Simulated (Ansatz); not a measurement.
`C=NCO` → `[CH2]` (triplet) + `C=NO` at 298.15 K and 1 bar (formal loss of a carbene).

Calculated with Ansatz (gas phase, PBE0-D4/def2-TZVP geometries, no zero-point term in ΔE). CCSD(T)/CBS adds triple-zeta CCSD(T) − MP2 to the extrapolated MP2 energy (def2 sets, frozen cores). This one scheme is used for every species. Triplets are unrestricted, without spin–orbit coupling. Each species was taken in one conformer, which may not be the lowest.

| species | CCSD(T)/CBS energy (Eh) | H − E (kJ/mol) | S (J/(mol·K)) |
| --- | --- | --- | --- |
| `C=NCO` | -208.94686 | 208.6 | 288.4 |
| `[CH2]` (triplet) | -39.09499 | 55.4 | 195.3 |
| `C=NO` | -169.65390 | 129.6 | 252.5 |

H − E and S are ideal-gas, rigid-rotor, harmonic terms from PBE0-D4/def2-TZVP, for one conformer and one mirror image of each species, with the whole ground term of open shells counted as degenerate. 1 Eh = 2625.50 kJ/mol, R = 8.31446 J/(mol·K).

Task: By hand: ΔE, ΔH, ΔS and ΔG.

Result: ΔE = (-39.09499) + (-169.65390) − (-208.94686) = 0.19797 Eh = 519.8 kJ/mol. Δ(H − E) = 55.4 + 129.6 − 208.6 = -23.6, so ΔH = 496.2 kJ/mol. ΔS = 195.3 + 252.5 − 288.4 = 159.4 J/(mol·K). ΔG = 496.2 − 298.15 × (159.4)/1000 = 448.7 kJ/mol.

Task: By hand: the equilibrium constant, and the temperature at which ΔG would vanish if ΔH and ΔS stayed fixed.

Result: log₁₀ K = −ΔG/(RT ln 10) = -78.6. ΔG = 0 at ΔH/ΔS = 3113 K, far beyond where these terms or the molecules hold.

The number of gas molecules changes by +1, which sets the sign of ΔS. A doubt of 5 kJ/mol in ΔE shifts log₁₀ K by 0.9 here. Other conformers and mirror images would add mixing entropy, several J/(mol·K) or more a flexible species. A triplet takes part, so the spin changes. These are equilibria of isolated gas molecules and say nothing of rates. Largest T1 diagnostic: 0.014 (customary marks: 0.02 for closed shells, 0.045 for open ones).
